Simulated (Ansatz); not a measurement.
# Molecular dynamics of CH4AlF

input.yaml

```yaml
crystal:
  periodic: [false, false, false]
  atoms:
    - { symbol: Al, position_ang: [-0.022271, 0.001532, 0.00632] }
    - { symbol: H, position_ang: [0.081006, -0.000631, 1.578031] }
    - { symbol: F, position_ang: [1.412421, -0.001691, -0.803045] }
    - { symbol: C, position_ang: [-1.685481, 0.001537, -0.99646] }
    - { symbol: H, position_ang: [-2.265182, -0.8969, -0.783552] }
    - { symbol: H, position_ang: [-2.311167, 0.846945, -0.710286] }
    - { symbol: H, position_ang: [-1.532526, 0.049207, -2.071708] }
basis:
  gaussian: { orbitals: "6-31G*" }
hamiltonian:
  xc: { name: BHLYP }
  dispersion: d4
md:
  timestep: 1.0
  n_steps: 150
  ensemble: nve
  temperature: 300.0
  initial_velocities: maxwell_boltzmann
  seed: 449402
```

Command:

```bash
$ ansatz run input.yaml --threads 1 --pin off --max-ram 2048MiB --backend cpu --events-out ev --progress --plain --runs-dir out
```

It starts from a relaxed structure.

Output, in part (step lines, the closing report, with atoms numbered from 0):

```
md step     0: t =     0.00 fs  T =   300.0 K  F+E_penalty+E_count = -10415.99746306 eV  E_kin = 0.193890 eV  conserved = -10415.80357307 eV  (21 SCF iters)
[... lines left out ...]
Total energy: -10415.92013956 eV, -382.7780049647 hartree
Atom 0 at    -0.005612     0.035143     0.010003 Å, force    -1.173614    -0.069456     0.025768 eV/Å
Atom 1 at     0.047958     0.137472     1.565195 Å, force     0.142032     0.024296     0.229315 eV/Å
Atom 2 at     1.401801    -0.042913    -0.802330 Å, force     0.557469    -0.019944    -0.298527 eV/Å
Atom 3 at    -1.699274    -0.012672    -0.998314 Å, force    -0.813989    -0.337296     0.227534 eV/Å
Atom 4 at    -2.074008    -1.060319    -1.175636 Å, force     0.473518     1.032326     0.194720 eV/Å
Atom 5 at    -2.543225     0.531811    -0.481640 Å, force     1.038670    -0.539685    -0.576749 eV/Å
Atom 6 at    -1.540007     0.436238    -1.985393 Å, force    -0.224085    -0.090241     0.197939 eV/Å
Dipole moment:    -0.293332     0.011555     0.040836 e Å
```

The steps, from the saved trajectory:

```
time (fs)  T (K)  potential energy less start (eV)  conserved less start (meV/atom)
      0.0    300                             0.000                             0.00
      5.0    164                             0.090                             0.24
     10.0    148                             0.099                             0.14
     15.0    194                             0.070                             0.31
     20.0    190                             0.073                             0.28
     25.0    111                             0.125                             0.49
     30.0     88                             0.141                             0.54
     35.0    145                             0.105                             0.61
     40.0    150                             0.101                             0.64
     45.0     63                             0.159                             0.74
     50.0    123                             0.119                             0.70
     55.0    148                             0.102                             0.64
     60.0    108                             0.129                             0.67
     65.0    128                             0.115                             0.54
     70.0    158                             0.095                             0.49
     75.0    213                             0.059                             0.36
     80.0    141                             0.105                             0.31
     85.0    175                             0.082                             0.26
     90.0    229                             0.047                             0.14
     95.0    151                             0.098                             0.23
    100.0    125                             0.115                             0.28
    105.0    168                             0.087                             0.27
    110.0    184                             0.078                             0.40
    115.0    127                             0.115                             0.43
    120.0     70                             0.153                             0.61
    125.0    174                             0.085                             0.57
    130.0    152                             0.100                             0.61
    135.0     69                             0.155                             0.75
    140.0    105                             0.130                             0.65
    145.0    169                             0.090                             0.68
    150.0    186                             0.077                             0.58
```

All steps were run. The conserved energy stayed within 0.82 meV per atom of its start (net change 0.58 meV per atom), so the integration is sound. Over the second half the temperature averaged 0.51 of the 300 K drawn at the start: a run that starts near a minimum puts about half its kinetic energy into the potential. A run of 0.15 ps of so small a system gives no equilibrium averages.

The same pairs are bonded in the first frame and the last. Pairs count as bonded within 1.25 times the sum of covalent radii (0.12 Å more for H–H).

Last frame:

```xyz
7
Properties=species:S:1:pos:R:3
Al -0.006 0.035 0.010
H 0.048 0.138 1.565
F 1.402 -0.043 -0.802
C -1.699 -0.013 -0.998
H -2.074 -1.060 -1.176
H -2.543 0.532 -0.482
H -1.540 0.436 -1.985
```

Run time: 4 min on 1 thread of Arm Neoverse V1 (shared host), peak memory 0.1 GiB.
